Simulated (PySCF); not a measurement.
**Calculated properties of `C/C=C(\F)C#N`**

C4H4FN.
Cartesian coordinates in Å at the PBE0-D3(BJ)/def2-SVP level; atoms count from 1:
```xyz
10
C4H4FN angstrom
C     -1.5469   -0.0308   -0.0825
C     -0.1167   -0.4316   -0.1074
C      0.9062    0.3979    0.1270
F      0.7234    1.6883    0.4083
C      2.2800   -0.0054    0.1043
N      3.3895   -0.3398    0.0850
H     -2.1080   -0.6469    0.6386
H     -1.6670    1.0258    0.1886
H     -2.0122   -0.1957   -1.0682
H      0.1440   -1.4697   -0.3304
```

Among its groups: nitrile, C=C double bond and C–F bond.

PBE0-D3(BJ)/def2-SVP geometry optimisation, gas phase (PySCF):

| Item | Value |
| --- | --- |
| Rotational constants A, B, C | 8.434, 2.280, 1.815 GHz |

**B3LYP/def2-SVPD ground state, ΔSCF and vertical TDDFT (core frozen in the response) (PySCF)**

| Property | Result |
| --- | --- |
| Dipole moment | 4.28 D |
| HOMO energy | -7.81 eV |
| LUMO energy | -1.75 eV |
| HOMO–LUMO gap | 6.06 eV |
| Lowest singlet excitation | 5.94 eV (209 nm, f = 0.001) |
| Strongest line among the 10 lowest singlet transitions | S2 at 6.08 eV (204 nm, f = 0.438) |
| Lowest triplet excitation (Tamm–Dancoff) | 3.65 eV |
| Static isotropic polarisability | 56.8 au |
| Vertical ionisation energy | 10.15 eV |
| Electronic spatial extent ⟨r²⟩ about the centre of nuclear charge | 631 bohr² |

From PBE/pcSseg-2 ground state and GIAO shieldings, non-relativistic (PySCF):

| Property | Result |
| --- | --- |
| 13C chemical shifts (computed TMS as zero) by class | 144.9 (C3), 131.8 (C2), 119.8 (C5), 13.1 (C1) ppm |
| 1H chemical shifts (computed TMS as zero) by class | 5.87 (H10), 1.90 (H7/H8/H9) ppm |
| Isotropic shieldings of nuclei other than C and H, by class | -59 (N6), 281 (F4) ppm |

B3LYP/pcJ-1 indirect spin-spin coupling, non-relativistic, gas phase; spin–dipole term left out for some pairs (PySCF):

| Quantity | Value |
| --- | --- |
| Largest of the computed one-bond spin–spin couplings (means over like bonds) | 19F–13C -318.6 (F4–C3), 13C–1H +171.0 (C2–H10), 13C–1H +136.8 (C1–H7 and 2 like it), 13C–13C +115.7 (C3–C5), 13C–13C +97.4 (C2–C3), 13C–13C +46.1 (C1–C2), 15N–13C -19.8 (N6–C5) Hz |

**delta-SCF UKS SCAN, pcX-2 on the ionised atom, pcseg-1 elsewhere, spin-free X2C (PySCF)**

| Quantity | Value |
| --- | --- |
| Core binding energies | C1s 291.5 (C2), C1s 291.7 (C1), C1s 292.6 (C5), C1s 294.2 (C3), N1s 405.3 (N6), F1s 693.8 (F4) eV |

Monoisotopic mass (most abundant isotopes): 85.0328 u.

S1 lies 0.12 eV below the HOMO–LUMO gap; its leading configuration is HOMO→LUMO+1, weight 0.95. The dipole matches unit charges of opposite sign 0.89 Å apart (1 e·Å = 4.8032 D). The largest Löwdin shares of the HOMO are 0.28 on C2, 0.25 on C3, 0.15 on N6 and 0.11 on F4. No computed singlet falls in the visible range (750 to 380 nm, 1.65 to 3.26 eV); S1 lies 2.68 eV above its blue end. The 10 singlets span 5.94 to 8.31 eV, and their oscillator strengths add up to 0.52. The vertical singlet–triplet gap S1 − T1 is 2.29 eV (TDDFT singlet less Tamm–Dancoff triplet; S1: HOMO→LUMO+1, weight 0.95; T1: HOMO→LUMO, weight 0.97). The ΔSCF ionisation energy exceeds −ε(HOMO) by 2.34 eV with B3LYP.

Geometry: PBE0-D3(BJ)/def2-SVP; no solvent or vibrations. NMR classes are plain means over equivalent atoms (diastereotopic ones count apart unless rotation or inversion swaps them), as if these changed places fast; in this geometry the members of some classes differ.

For the TDDFT job (B3LYP/def2-SVPD), on one thread, Arm Neoverse V2, shared host, this took 41 s (with the writing of density and orbital grids).
